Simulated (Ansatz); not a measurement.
## bcc Mo

The numbers are results of PBE (plane waves, PAW; Ansatz, a quantum-chemistry and plane-wave program), not measurements.

Numerical settings: plane-wave cutoff 500 eV, 32×32×32 k mesh, Fermi–Dirac smearing 0.1 eV, no spin polarisation, scalar-relativistic PAW data made under PBE.

Cell (relaxed at this level):

```cif
data_Mo2
_chemical_formula_sum 'Mo2'
_space_group_name_H-M_alt 'Im-3m'
_space_group_IT_number 229
_space_group_name_Hall '-I 4 2 3'
_cell_length_a 3.16107
_cell_length_b 3.16107
_cell_length_c 3.16107
_cell_angle_alpha 90.000
_cell_angle_beta 90.000
_cell_angle_gamma 90.000
loop_
_atom_site_label
_atom_site_type_symbol
_atom_site_symmetry_multiplicity
_atom_site_Wyckoff_symbol
_atom_site_fract_x
_atom_site_fract_y
_atom_site_fract_z
_atom_site_occupancy
Mo1 Mo 2 a 0.00000 0.00000 0.00000 1
```
(The calculation used a cell of 1 atom; values per cell refer to that cell.)

For bcc Mo, the volume per atom is 15.79 Å³/atom. The equilibrium lattice constant a comes out as 3.161 Å.

Measured, for comparison: equilibrium volume per atom 15.49 Å³/atom, lattice constant a 3.141 Å (static lattice: zero-point anharmonic expansion removed; as tabulated in Mejia-Rodriguez and Trickey (2018), arXiv:1807.09216). Computed (rounded) less measured: equilibrium volume per atom +1.9 %, lattice constant a +0.6 %.

Computed values are for the static lattice.

Cost on a shared machine: roughly 80 core-seconds.
